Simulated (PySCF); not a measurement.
# Ionisation energy of O by level of theory

O [He] 2s2 2p4 (3P) → O⁺ [He] 2s2 2p3 (4S), as a difference of total energies. All numbers are calculated (PySCF 2.14, scalar relativity by spin-free X2C-1e, in cc-pVDZ-DK (3s2p1d, 14 functions)). Correlated levels: valence: 1s2 frozen. The calculations carry no spin-orbit coupling.

| method | ionisation energy (eV) |
| --- | --- |
| UHF | 11.954 |
| B3LYP | 13.905 |
| M06-L | 13.756 |
| MP2 (valence) | 12.828 |
| SCS-MP2 (valence) | 12.849 |
| CCSD (valence) | 12.833 |
| CCSD(T) (valence) | 12.839 |

Errors of the correlated levels include the incompleteness of this basis and the frozen core.

**Question.** Which method comes closest to the reference value, and which is furthest?

**Answer.** The reference is 13.608 eV (measured; NIST levels, between the centres of gravity of the two terms). Closest: M06-L (error 0.148 eV); furthest: UHF (error -1.654 eV).
